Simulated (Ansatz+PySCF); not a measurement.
A calculation with Ansatz (development build ahead of 0.2.0).

```yaml
crystal:
  periodic: [false, false, false]
  atoms:
    - { symbol: C, position_ang: [0.0, 0.48714, -0.1511] }
    - { symbol: F, position_ang: [-1.10028, -0.24186, 0.02841] }
    - { symbol: H, position_ang: [0.0, 1.43059, 0.39518] }
    - { symbol: F, position_ang: [1.10028, -0.24186, 0.02841] }
basis:
  gaussian: { orbitals: cc-pVTZ }
magnetization:
  spin_polarized: true
  initial_magnetization: 1
hamiltonian:
  xc: hf
correlation:
  method: mp2
  frozen_orbitals: { C: 1, F: 1, H: 0 }
output:
  forces: true
```

The input is written out in the form of the current development build from the run's settings.

The run gave:

| Item | Value |
| --- | --- |
| Converged | yes |
| Reference energy | -237.35985 hartree |
| Correlation energy | -0.63847 hartree |
| Total energy | -237.99832 hartree |
| Spin squared of the determinant | 0.756 |
| Stability test | minimum |
| Occupied orbitals by symmetry in an Abelian subgroup (alpha; beta) | 8 A' 5 A''; 7 A' 5 A'' |

Forces (eV/Å):
```
atom      Fx      Fy      Fz
  C1   0.000  -0.135   0.151
  F2   0.295   0.175  -0.026
  H3   0.000  -0.216  -0.099
  F4  -0.295   0.175  -0.026
```
